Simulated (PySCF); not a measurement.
# From one method to the next for LiN (triplet)

What do other methods print for LiN (triplet)?

Computed with PySCF 2.14.0. Level: method and basis as typed in the scripts.

7 further runs of the same task are left out: 7 that didn't finish.

### Step 1. Where the work starts

LiN (triplet): 2 atoms, charge 0, spin multiplicity 3.

Bond lengths: Li1–N2 1.940 Å.

### Step 2. The base run

input.py

```python
from pyscf import gto, scf, mcscf

mol = gto.M(
    atom='Li 0 0 0; N 0 0 1.94',
    basis='jorge-dzp',
    charge=0,
    spin=2,
    symmetry=True,
    verbose=4,
)
mf = scf.ROHF(mol)
mf.kernel()
mc = mcscf.CASSCF(mf, 8, 8)
mc.kernel()
mc.analyze()
mf.dip_moment()
print('orbital energies (hartree):', mf.mo_energy[..., max(0, mol.nelec[1]-3):mol.nelec[0]+3].round(4))
```

The run is started by

```console
$ python input.py
```

The log of this run is left out.

Base result: E(SCF) = -61.816189 Eh, 11 cycles, E(CAS) − E(SCF) = -0.04693 Eh, μ = 7.65 D (of the SCF density).

The bond length is a typed value, not an optimised one. The triplet is typed in the script; nothing here shows that it is the ground state.

### Step 3. Bhandhlyp (ROKS)

Run 1 changes functional: none (Hartree–Fock) → bhandhlyp; SCF type: ROHF → ROKS; step after the SCF: casscf → analyze.

input.py

```python
from pyscf import gto, dft

mol = gto.M(
    atom='Li 0 0 0; N 0 0 1.94',
    basis='jorge-dzp',
    charge=0,
    spin=2,
    symmetry=True,
    verbose=4,
)
mf = dft.ROKS(mol, xc='bhandhlyp')
mf.kernel()
mf.analyze()
print('orbital energies (hartree):', mf.mo_energy[..., max(0, mol.nelec[1]-3):mol.nelec[0]+3].round(4))
```

The run is started by

```console
$ python input.py
```

### Step 4. UHF

Run 2 changes SCF type: ROHF → UHF.

input.py

```python
from pyscf import gto, scf, mcscf

mol = gto.M(
    atom='Li 0 0 0; N 0 0 1.94',
    basis='jorge-dzp',
    charge=0,
    spin=2,
    symmetry=True,
    verbose=4,
)
mf = scf.UHF(mol)
mf.kernel()
mc = mcscf.CASSCF(mf, 8, 8)
mc.kernel()
mc.analyze()
mf.dip_moment()
print('orbital energies (hartree):', [e[max(0, n-3):n+3].round(4) for e, n in zip(mf.mo_energy, mol.nelec)])
```

### Step 5. Olyp (ROKS)

Run 3 changes functional: none (Hartree–Fock) → olyp; SCF type: ROHF → ROKS; step after the SCF: casscf → analyze.

input.py

```python
from pyscf import gto, dft

mol = gto.M(
    atom='Li 0 0 0; N 0 0 1.94',
    basis='jorge-dzp',
    charge=0,
    spin=2,
    symmetry=True,
    verbose=4,
)
mf = dft.ROKS(mol, xc='olyp')
mf.kernel()
mf.analyze()
print('orbital energies (hartree):', mf.mo_energy[..., max(0, mol.nelec[1]-3):mol.nelec[0]+3].round(4))
```

Q: Predict the outcome of this session. Wanted: for each run, E(SCF); from base; gap, α spin; SCF dipole; after the SCF.

The runs gave:

```tsv
run	E(SCF) (hartree)	from base (eV)	cycles	gap, α spin (eV)	SCF dipole (D)	after the SCF
base	-61.816189	0	11	n/a	7.65	CASSCF correlation -1.277 eV
bhandhlyp (ROKS)	-62.114160	not comparable	10	n/a	7.15	n/a
UHF	-61.821253	-0.1378	12	9.20	7.44	CASSCF correlation -1.081 eV
olyp (ROKS)	-62.121703	not comparable	10	n/a	6.01	n/a
```

In words: A lower total energy from another functional means nothing by itself.
